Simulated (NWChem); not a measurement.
The numbers come from NWChem runs, not from measurements. System: CH, charge 1, spin multiplicity 1, displaced from the optimised geometry. The structure started from a generated list of species. Level: RHF/cc-pVDZ, spin-restricted.

Input file:

```
start mol
memory heap 200 mb stack 900 mb global 1100 mb
charge 1
geometry units angstroms nocenter noautoz noautosym
  C      0.000000     0.000000     0.278615
  H      0.000000     0.000000    -0.983348
end
basis spherical
  * library cc-pvdz
end
scf
  rhf
  nopen 0
  maxiter 100
  thresh 1e-7
  semidirect memsize 60000000 filesize 0
end
task scf energy
```

NWChem printed:

```
             Northwest Computational Chemistry Package (NWChem) 7.3.0
             --------------------------------------------------------

                                NWChem Input Module
                                -------------------

 Scaling coordinates for geometry "geometry" by  1.889725989
 (inverse scale =  0.529177249)

                             Geometry "geometry" -> ""
                             -------------------------

 Output coordinates in angstroms (scale by  1.889725989 to convert to a.u.)

  No.       Tag          Charge          X              Y              Z
 ---- ---------------- ---------- -------------- -------------- --------------
    1 C                    6.0000     0.00000000     0.00000000     0.27861500
    2 H                    1.0000     0.00000000     0.00000000    -0.98334800

 Effective nuclear repulsion energy (a.u.)       2.5159719374

            Nuclear Dipole moment (a.u.)
            ----------------------------
        X                 Y               Z
 ---------------- ---------------- ----------------
     0.0000000000     0.0000000000     1.3007777664


 Summary of "ao basis" -> "" (spherical)
 ------------------------------------------------------------------------------
       Tag                 Description            Shells   Functions and Types
 ---------------- ------------------------------  ------  ---------------------
 *                          cc-pvdz                   on all atoms

 Summary of "ao basis" -> "ao basis" (spherical)
 ------------------------------------------------------------------------------
       Tag                 Description            Shells   Functions and Types
 ---------------- ------------------------------  ------  ---------------------
 C                          cc-pvdz                  6       14   3s2p1d
 H                          cc-pvdz                  3        5   2s1p

                                 NWChem SCF Module
                                 -----------------

  ao basis        = "ao basis"
  functions       =    19
  atoms           =     2
  closed shells   =     3
  open shells     =     0
  charge          =   1.00
  wavefunction    = RHF
  use symmetry    = F
  symmetry adapt  = F

 Summary of "ao basis" -> "ao basis" (spherical)
 ------------------------------------------------------------------------------
       Tag                 Description            Shells   Functions and Types
 ---------------- ------------------------------  ------  ---------------------
 C                          cc-pvdz                  6       14   3s2p1d
 H                          cc-pvdz                  3        5   2s1p

 Forming initial guess at       0.0s

      Superposition of Atomic Density Guess
      -------------------------------------

 Sum of atomic energies:         -38.16542511

 Renormalizing density from       7.00 to      6

      Non-variational initial energy
      ------------------------------

 Total energy =     -34.023487
 1-e energy   =     -47.857626
 2-e energy   =      11.318168
 HOMO         =      -0.769536
 LUMO         =      -0.619382

 Starting SCF solution at       0.0s

 ----------------------------------------------
         Quadratically convergent ROHF

 Convergence threshold     :          1.000E-07
 Maximum no. of iterations :          100
 Final Fock-matrix accuracy:          1.000E-09
 ----------------------------------------------

              iter       energy          gnorm     gmax       time
             ----- ------------------- --------- --------- --------
                 1      -37.8826549057  3.66D-01  1.57D-01      0.0
                 2      -37.8912419558  4.11D-02  2.55D-02      0.0
                 3      -37.8915044004  1.16D-03  6.13D-04      0.1
                 4      -37.8915045669  2.01D-07  1.00D-07      0.1
                 5      -37.8915045669  4.49D-09  2.23D-09      0.1

       Final RHF  results
       ------------------

         Total SCF energy =    -37.891504566928
      One-electron energy =    -52.982852240820
      Two-electron energy =     12.575375736523
 Nuclear repulsion energy =      2.515971937369

        Time for solution =      0.0s

             Final eigenvalues
             -----------------

              1
    1  -11.8521
    2   -1.2086
    3   -0.8554
    4   -0.3259
    5   -0.3259
    6   -0.1085
    7    0.3087
    8    0.3508
    9    0.3508
   10    0.3561
   11    0.5371
   12    0.8429
   13    0.8429

                       ROHF Final Molecular Orbital Analysis
                       -------------------------------------

 Vector    2  Occ=2.000000D+00  E=-1.208645D+00
              MO Center=  8.3D-17,  3.0D-18, -9.4D-02, r^2= 7.6D-01
   Bfn.  Coefficient  Atom+Function         Bfn.  Coefficient  Atom+Function
  ----- ------------  ---------------      ----- ------------  ---------------
     2      0.512154  1 C  s                  3      0.394258  1 C  s
    15      0.251846  2 H  s

 Vector    3  Occ=2.000000D+00  E=-8.553511D-01
              MO Center= -1.1D-16,  2.7D-17,  2.8D-01, r^2= 1.1D+00
   Bfn.  Coefficient  Atom+Function         Bfn.  Coefficient  Atom+Function
  ----- ------------  ---------------      ----- ------------  ---------------
     6      0.558432  1 C  pz                15     -0.300360  2 H  s
     3      0.277996  1 C  s                  2      0.257420  1 C  s
     9      0.251332  1 C  pz

 Vector    4  Occ=0.000000D+00  E=-3.259009D-01
              MO Center=  8.7D-17,  2.2D-17,  2.5D-01, r^2= 1.2D+00
   Bfn.  Coefficient  Atom+Function         Bfn.  Coefficient  Atom+Function
  ----- ------------  ---------------      ----- ------------  ---------------
     4      0.429016  1 C  px                 7      0.412782  1 C  px
     5      0.389401  1 C  py                 8      0.374666  1 C  py

 Vector    5  Occ=0.000000D+00  E=-3.259009D-01
              MO Center=  8.6D-17, -7.4D-17,  2.5D-01, r^2= 1.2D+00
   Bfn.  Coefficient  Atom+Function         Bfn.  Coefficient  Atom+Function
  ----- ------------  ---------------      ----- ------------  ---------------
     5      0.429016  1 C  py                 8      0.412782  1 C  py
     4     -0.389401  1 C  px                 7     -0.374666  1 C  px

 Vector    6  Occ=0.000000D+00  E=-1.085440D-01
              MO Center=  8.5D-17, -7.7D-17, -1.1D+00, r^2= 2.2D+00
   Bfn.  Coefficient  Atom+Function         Bfn.  Coefficient  Atom+Function
  ----- ------------  ---------------      ----- ------------  ---------------
    16      1.529995  2 H  s                  3     -0.868970  1 C  s
     9      0.697809  1 C  pz                 6      0.385785  1 C  pz
    15      0.234818  2 H  s                  2     -0.174253  1 C  s

 center of mass
 --------------
 x =   0.00000000 y =   0.00000000 z =   0.34173837

 moments of inertia (a.u.)
 ------------------
           5.287527059738           0.000000000000           0.000000000000
           0.000000000000           5.287527059738           0.000000000000
           0.000000000000           0.000000000000           0.000000000000

  Mulliken analysis of the total density
  --------------------------------------

    Atom       Charge   Shell Charges
 -----------   ------   -------------------------------------------------------
    1 C    6     5.31   2.00  1.06  0.85  0.98  0.41  0.02
    2 H    1     0.69   0.61  0.05  0.03

       Multipole analysis of the density wrt the origin
       ------------------------------------------------

     L   x y z        total         open         nuclear
     -   - - -        -----         ----         -------
     0   0 0 0      1.000000      0.000000      7.000000

     1   1 0 0      0.000000      0.000000      0.000000
     1   0 1 0     -0.000000      0.000000      0.000000
     1   0 0 1     -0.463321      0.000000      1.300778

     2   2 0 0     -2.994377      0.000000      0.000000
     2   1 1 0     -0.000000      0.000000      0.000000
     2   1 0 1      0.000000      0.000000      0.000000
     2   0 2 0     -2.994377      0.000000      0.000000
     2   0 1 1     -0.000000      0.000000      0.000000
     2   0 0 2     -3.392860      0.000000      5.116375

 Task  times  cpu:        0.0s     wall:        0.0s

 Total times  cpu:        0.1s     wall:        0.1s
```
